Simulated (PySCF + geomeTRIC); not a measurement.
A geometry relaxed with TPSS-D3(BJ)/def2-SVP (PySCF + geomeTRIC), charge 0, multiplicity 2:

```xyz
4

H     -0.7754    -0.7715    -0.0013
C      0.0001     0.0002     0.0000
H      1.0562    -0.2857     0.0046
H     -0.2803     1.0577    -0.0033
```

Question: Write the SMILES of this molecule.

Answer: `[CH3]`
